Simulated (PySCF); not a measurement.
Compound: C5H6.
SMILES with atom numbers: `[CH:1]#[C:2][CH2:3][CH:4]=[CH2:5]` (hydrogens: H6 on C1; H7, H8 on C3; H9 on C4; H10, H11 on C5)

Torsions of this conformer, `[CH:1]#[C:2][CH2:3][CH:4]=[CH2:5]`: C2–C3–C4–C5 -121°.

The closed-shell ground state was solved at several levels (PySCF, density fitting, gas phase, non-relativistic). The structure is a single GFN2-xTB conformer in the gas phase; no vibrational or solvent corrections.

```
          level  basis functions  HOMO (eV)  LUMO (eV)  gap (eV)  dipole (D)
    B3LYP/pcJ-1              195      -7.37      -0.05      7.32        0.57
B3LYP/def2-SVPD              148      -7.41      -0.17      7.24        0.57
```

**Question.** Estimate the row for PBE0/pcSseg-1, a basis of 115 functions; the other rows only guide the guess.

**Answer.** HOMO -7.63 eV, LUMO 0.17 eV, gap 7.80 eV, dipole 0.57 D.

**Question.** Over all these levels, which gives the widest orbital gap and which the narrowest?

**Answer.** PBE0/pcSseg-1 (global hybrid, 25 % exact exchange) has the widest, 7.80 eV, and B3LYP/def2-SVPD (global hybrid, 20 % exact exchange) the narrowest, 7.24 eV. Functional and basis both differ between the two, so the spread mixes both effects.

**Question.** How far do the dipole and the HOMO energy spread over the levels?

**Answer.** The dipole runs from 0.57 to 0.57 D (mean 0.57 D) and the HOMO from -7.63 to -7.37 eV.
